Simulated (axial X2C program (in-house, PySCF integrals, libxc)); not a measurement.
## Outer orbitals of PC⁻ at 1.601 Å, PBEsol

Computed with an axial X2C code built on PySCF integrals. Spin-free means the one-electron spin-free X2C Hamiltonian; two-component (2c) means X2C with spin–orbit coupling and atomic mean-field two-electron Coulomb and Gaunt terms, so the difference of the two also holds small scalar two-electron terms. Basis: P dyall-av3z [9s8p3d2f], C dyall-av3z [8s7p3d2f] (cores contracted in-house); Gaussian nuclei, density fitting, unrestricted open shells. Masses: P 30.974 u, C 12.000 u.

The distance is close to the 2c PBE0 minimum; the highest filled and lowest empty levels are listed.

Spin-free orbitals, state M_S = 0, Λ = 0 (closed shell) (Löwdin shares):

```tsv
symmetry	occupied	ε (eV)	atomic character
σα	yes	-10.64	36% P s, 35% C s, 15% C p
σα	yes	-4.10	35% P p, 26% P s, 19% C s
π-α	yes	-0.54	48% P p, 42% C p, 5% C d
π+α	yes	-0.54	48% P p, 42% C p, 5% C d
σα	yes	0.23	51% C p, 17% P p, 16% C s
σα	no	3.22	53% P p, 37% C p, 6% P s
π-α	no	3.49	42% P p, 24% C p, 24% P d
π+α	no	3.49	42% P p, 24% C p, 24% P d
σα	no	3.78	44% P s, 27% P p, 19% C p
```

One partner of each degenerate Kramers or spin pair is listed. The highest filled level is positive, so this functional does not bind it, and the empty levels of an anion are set by the basis.

Spinors with spin–orbit coupling (state Ω = 0):

```json
{"ω": "1/2", "occupied": "yes", "ε (eV)": "-10.64", "atomic character": "36% P s, 35% C s, 15% C p", "λ mixture": "100% σ"}
{"ω": "1/2", "occupied": "yes", "ε (eV)": "-4.10", "atomic character": "35% P p, 26% P s, 19% C s", "λ mixture": "100% σ"}
{"ω": "1/2", "occupied": "yes", "ε (eV)": "-0.55", "atomic character": "49% P p, 42% C p, 5% C d", "λ mixture": "100% π"}
{"ω": "3/2", "occupied": "yes", "ε (eV)": "-0.53", "atomic character": "48% P p, 42% C p, 5% C d", "λ mixture": "100% π"}
{"ω": "1/2", "occupied": "yes", "ε (eV)": "0.24", "atomic character": "51% C p, 17% P p, 16% C s", "λ mixture": "100% σ"}
{"ω": "1/2", "occupied": "no", "ε (eV)": "3.28", "atomic character": "58% P p, 35% C p, 3% P s", "λ mixture": "100% σ"}
{"ω": "1/2", "occupied": "no", "ε (eV)": "3.49", "atomic character": "42% P p, 24% C p, 24% P d", "λ mixture": "100% π"}
{"ω": "3/2", "occupied": "no", "ε (eV)": "3.49", "atomic character": "42% P p, 24% P d, 24% C p", "λ mixture": "100% π"}
{"ω": "1/2", "occupied": "no", "ε (eV)": "3.81", "atomic character": "42% P s, 23% C p, 22% P p", "λ mixture": "100% σ"}
```

One partner of each degenerate Kramers or spin pair is listed. The highest filled level is positive, so this functional does not bind it, and the empty levels of an anion are set by the basis.

(1) How does the gap between the highest filled and lowest empty level change from the spin-free to the 2c table?

Mulliken charges and populations of the two-component result (they depend on the basis, above all on diffuse functions):

P -0.58 e (s 5.98 p 9.47 d 0.12 f 0.01), C -0.42 e (s 3.58 p 2.75 d 0.08 f 0.01).

Occupations by symmetry block were frozen at the best pattern of an incomplete PBE0 search. The highest occupied level of some functionals is positive through self-interaction error; at Hartree–Fock it is bound.

Answers

(1) From 2.99 to 3.04 eV at PBEsol, a change of 0.05 eV.
